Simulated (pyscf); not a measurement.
Optimised with ωB97X-D3(BJ)/def2-SVP in PySCF. MP2 and CC: frozen core, UHF for open shells. ΔMP2 is the change of the MP2 total energy from the triple- to the quadruple-zeta basis.

Q: H₂N–Al(NH₂)–NH₂ -> ammonia (NH₃) + HN=Al–NH₂
Surface: singlet. Broken: Al–N, H–N. Formed: H–N. Give ΔE‡ and ΔE from CCSD(T)/def2-TZVPP + ΔMP2(QZVPP), relative to the reactant's lowest minimum found.

A: ΔE‡ = 58.4 kcal/mol, ΔE = +88.7 kcal/mol. Zero-point energy shifts the barrier by -1.2 kcal/mol. It is an elimination, with an imaginary mode of 818i cm⁻¹. On the product side the descent ends in an adduct with a Al–N contact, 35.2 kcal/mol under the separated species and 3.3 kcal/mol under the saddle at ωB97X-D3(BJ)/def2-TZVP. At CCSD(T) the saddle lies under the separated products, which points to a path from their complex (located at ωB97X-D3(BJ) alone), and parting the products costs more than the saddle. What is counted as broken (Al–N) persists as a longer contact in the product adduct; parting that adduct is a step of its own. One saddle was located; it need not be the lowest between these sides. The CCSD(T) − MP2 part came from Ansatz, without density fitting, on the same reference.
